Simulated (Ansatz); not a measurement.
**H₃NO: ionisation energy by level of theory**

Aim: the vertical ionisation energy of H₃NO, as cation minus neutral at the neutral's geometry, on several levels, and how well −ε(HOMO) stands in for it.

The runs use Ansatz 0.2.0, Gaussian basis; unrestricted cation, the program's frozen cores in correlated methods.

Plan: UKS PBE-D4/def2-TZVPP; UKS r2SCAN-D4/def2-TZVPP; UKS PBE0-D4/def2-TZVPP; UKS B3LYP-D4/def2-TZVPP; UKS wB97X-V/def2-TZVPP; UKS wB97M-V/def2-TZVPP; UKS B2PLYP/def2-TZVPP; UHF-CCSD(T)/def2-TZVPP; UHF-CCSD(T)/def2-QZVPP; extrapolation to the limit; then −ε(HOMO) from the neutral's earlier runs with LDA (SPW92), PBE-D4, revPBE-D4, BLYP-D4, r2SCAN-D4, B97M-V, PBE0-D4, B3LYP-D4, r2SCANh-D4, r2SCAN0-D4, HSE06-D4, BHLYP-D4, CAM-B3LYP-D4, LC-ωPBE, ωB97X-V, ωB97M-V.

## (1) The geometry

All runs share one geometry, relaxed beforehand with PBE0-D4/def2-TZVP.

SMILES `NO`, 5 atoms, charge 0, spin multiplicity 1.

Atoms are counted from 1 here; the program's logs count them from 0.

Bond lengths: N1–O2 1.423 Å, N1–H3 1.016 Å, N1–H4 1.016 Å, O2–H5 0.960 Å. Angles: O2–N1–H3 104.5°, O2–N1–H4 104.5°, H3–N1–H4 106.0°, N1–O2–H5 102.8°.

## (2) Cation, UKS PBE-D4/def2-TZVPP

in.yaml

```yaml
crystal:
  periodic: [false, false, false]
  atoms:
    - {symbol: N, position_ang: [-0.164982, -0.361406, -0.321157]}
    - {symbol: O, position_ang: [0.364648, 0.665760, 0.508275]}
    - {symbol: H, position_ang: [-0.162923, -1.190111, 0.266817]}
    - {symbol: H, position_ang: [-1.141418, -0.109681, -0.446369]}
    - {symbol: H, position_ang: [1.104676, 0.995428, -0.007557]}
basis:
  gaussian: {orbitals: def2-TZVPP}
total_charge: 1
magnetization: {spin_polarized: true, initial_magnetization: 1}
hamiltonian: {xc: pbe, dispersion: d4}
```

Started as:

```
$ ansatz run in.yaml --threads 2 --pin off --events-out ev --progress --plain --max-ram 32768MiB --backend cpu
```

The runs that follow: Cation, UKS r2SCAN-D4/def2-TZVPP; Cation, UKS PBE0-D4/def2-TZVPP; Cation, UKS B3LYP-D4/def2-TZVPP; Cation, UKS wB97X-V/def2-TZVPP; Cation, UKS wB97M-V/def2-TZVPP; Cation, UKS B2PLYP (frozen core)/def2-TZVPP; Cation, UHF-CCSD(T)/def2-TZVPP; Cation, UHF-CCSD(T)/def2-QZVPP.

Q: Predict the results of all the runs planned. Wanted: ionisation energy, CCSD(T)/CBS; nearest functional by difference; nearest −ε(HOMO); −ε(HOMO) of PBE; T1 of the cation.

As calculated:

| quantity | value |
| --- | --- |
| ionisation energy, CCSD(T)/CBS | 10.73 eV |
| nearest functional by difference | B3LYP-D4 (-0.16 eV) |
| nearest −ε(HOMO) | LC-ωPBE (-0.32 eV) |
| −ε(HOMO) of PBE | 5.80 eV |
| T1 of the cation | 0.025 |

In words: Energy differences with functionals land within 0.39 eV of the reference. The PBE orbital energy is 4.9 eV too small: a semilocal HOMO is no ionisation energy. Among orbital estimates LC-ωPBE comes nearest. Hartree-Fock falls 1.32 eV short, as the neutral has more correlation energy than the cation.
